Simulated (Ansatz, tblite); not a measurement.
Cost and result up the ladder for MgS2⁻ (3 atoms). Charge -1, multiplicity 2. Geometry: PBE0-D4/def2-TZVPD.

```
atom   x (Å)   y (Å)   z (Å)
 Mg1   0.343  -1.346   0.012
  S2  -0.940   0.471  -0.743
  S3   0.598   0.875   0.731
```

Ansatz on 4 threads of Arm Neoverse V1 on a shared host; xTB runs through tblite on one thread. Times are rough, summed over both states, and most runs start from the orbitals of an earlier one. RPA@PBE/def2-TZVPD serves as the yardstick here, not as an exact answer. The other state is a quartet at its own geometry, which has other bonds, so the gap mixes isomer and spin.

The xTB rows come from tblite. LC-ωPBE has ω = 0.4 bohr⁻¹. Correlated methods freeze 11 core orbitals; core or outer-core shells of Mg are correlated, in sets that lack core-valence functions. In CCSD on the charge -1 quartet the largest single amplitude is 0.18, so its Hartree–Fock determinant may place the open shell otherwise than the density functionals do. The structure comes from a short search, and lower isomers may exist.

Run but left out: HF/STO-3G, HF/def2-TZVPD, HF/def2-TZVPPD, MP2/def2-TZVPD, MP2/def2-TZVPPD (quartet: a determinant that CCSD turns far, T1 0.048).

Correlated methods converge slowly with the basis.

xTB has no spin-polarisation term.

| level | functions | quartet − doublet (eV) | difference from RPA@PBE/def2-TZVPD (eV) | remarks |
| --- | --- | --- | --- | --- |
| CCSD(T)/def2-TZVPPD | 137 | 1.62 | 0.36 | large T1 (0.048) (quartet) |
| CAM-B3LYP-D4/def2-TZVPD | 127 | 1.54 | 0.28 | – |
| GFN2-xTB | 27 | 1.76 | 0.50 | – |
| PBE-D4/def2-TZVPD | 127 | 1.30 | 0.05 | HOMO above zero (doublet), HOMO above zero (quartet) |
| PBE0-D4/def2-TZVPD (with forces) | 127 | 1.51 | 0.25 | – |
| BLYP-D4/def2-TZVPD | 127 | 1.12 | -0.13 | HOMO above zero (doublet), HOMO above zero (quartet) |
| LC-ωPBE/def2-TZVPD | 127 | 1.82 | 0.56 | – |
| GFN1-xTB | 22 | 2.10 | 0.84 | – |
| r2SCAN-D4/def2-TZVPD | 127 | 1.31 | 0.06 | HOMO above zero (doublet), HOMO above zero (quartet) |
| RPA@PBE/def2-TZVPD | 127 | 1.26 | 0.00 | – |
| revPBE-D4/def2-TZVPD | 127 | 1.27 | 0.02 | HOMO above zero (doublet), HOMO above zero (quartet) |
| r2SCAN0-D4/def2-TZVPD | 127 | 1.46 | 0.20 | – |

(1) Estimate how long each takes.

## Answers

(1) GFN1-xTB 0.004 s; GFN2-xTB 0.008 s; revPBE-D4/def2-TZVPD 2.8 s; PBE-D4/def2-TZVPD 3 s; BLYP-D4/def2-TZVPD 3 s; RPA@PBE/def2-TZVPD 4 s; PBE0-D4/def2-TZVPD (with forces) 6.6 s; CAM-B3LYP-D4/def2-TZVPD 6.8 s; r2SCAN-D4/def2-TZVPD 6.8 s; LC-ωPBE/def2-TZVPD 9.5 s; r2SCAN0-D4/def2-TZVPD 12 s; CCSD(T)/def2-TZVPPD 28 s. On shared hardware such times vary by a factor of up to 3.
